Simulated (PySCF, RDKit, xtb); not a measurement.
# Solving CH3BF−, step by step

Only the formula CH3BF− is given (charge -1). Aim: find the structure of lowest free energy at 200 K, then its properties.

The funnel: GFN2-xTB relaxations, single points with a density functional, relaxations at PBE0-D4/def2-SVPD, harmonic vibrations, and a last energy at a higher level. All values are calculated.

1 further run of the same task is left out (set aside as unsound or not needed).

## Step 1: Possible bonding patterns

A program enumerates the bonding patterns with one Lewis structure each (two rings at most, one unusual centre or charged pair), with their diastereomers. O–O, O–halogen and N–halogen bonds and N–N–N chains are not drawn. That gives 6 candidates.

```
label       SMILES     spin
 c210  [CH][BH2-]F  singlet
 c250    [BH2-]=CF  singlet
 c590  [CH][BH2-]F  triplet
 c604     C=[BH-]F  singlet
 c898   [BH3-][C]F  triplet
 c939   [BH3-][C]F  singlet
```

Candidates are built by distance geometry, with a force field where one applies, in up to four conformers (letters a to d). 6 starts with atoms placed at random are added, to find patterns that the rules miss.

Q: Predict the outcome of this search (final energies at CCSD(T)/def2-SVPD + MP2/def2-TZVPPD - MP2/def2-SVPD).

| quantity | value |
| --- | --- |
| lowest structure found | C=[BH-]F, singlet, Cs |
| next finalist | [BH2-]=CF, singlet, 43.7 kcal/mol higher in G |
| share at equilibrium, among the finalists | 100.0 % |
| harmonic wavenumbers, lowest and highest (PBE0-D4/def2-SVPD) | 384 and 3152 cm⁻¹ |
| rotational constants, same geometry | 1.996, 0.3027, 0.2628 cm⁻¹ |
| lowest excitation (TD-PBE0/def2-SVPD) | 3.66 eV (f = 0.047) |
| strongest of the states computed, same level | 5.89 eV (f = 0.230) |
| lowest triplet excitation, same level, Tamm-Dancoff | 3.52 eV |

The search ends on `C=[BH-]F`. Among the finalists first place is clear (43.7 kcal/mol); structures outside the list aren't covered. HF/STO-3G, r2SCAN-D4/def2-SVPD, PBE0-D4/def2-SVPD, HF/def2-SVPD and MP2/def2-SVPD already put its bonding pattern lowest among the structures in one piece. In an anion, excitations above the detachment energy lie in the continuum and hang on the basis, so they needn't be bound states. The search is not exhaustive (a finite list of starts, one conformer a finalist), so a lower isomer can't be ruled out. Patterns outside the rules of the enumeration were met only by chance.
